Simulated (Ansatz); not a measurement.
Rock-salt HfC was calculated with PBE0-D3(BJ) (PAW; Ansatz, a quantum-chemistry and plane-wave program).

Settings: plane-wave cutoff 460 eV, 10×10×10 k mesh, Fermi–Dirac smearing 0.05 eV, scalar-relativistic PAW data made under PBE.

Computed at the level's own relaxed cell.

Problem. Give the computed volume per atom, bulk modulus, equilibrium lattice constant a and pressure derivative B′ of the bulk modulus.

Solution. 
- volume per atom: 12.23 Å³/atom
- bulk modulus: 259 GPa
- equilibrium lattice constant a: 4.608 Å
- pressure derivative B′ of the bulk modulus: 3.9

Measured, for comparison: equilibrium volume per atom 12.47 Å³/atom, lattice constant a 4.638 Å (temperature not stated, not corrected to a static lattice; as tabulated in Zhang et al. (2018), doi:10.1088/1367-2630/aac7f0); bulk modulus 242 GPa (room temperature, not corrected to a static lattice, our sources range from 242 to 286; as tabulated in Synthesis of Binary Transition Metal Nitrides, Carbides and Borides from the …). Computed (rounded) less measured: equilibrium volume per atom -1.9 %, bulk modulus not scored (sources differ), lattice constant a -0.6 %. A static lattice is as a rule a little smaller and stiffer than an uncorrected measurement, which narrows the difference in the equilibrium volume per atom, lattice constant a and would widen misses of the other sign.

Spin–orbit coupling is not included.

Static lattice: no zero-point or thermal effects.

It cost very roughly 10 core-minutes of CPU time.
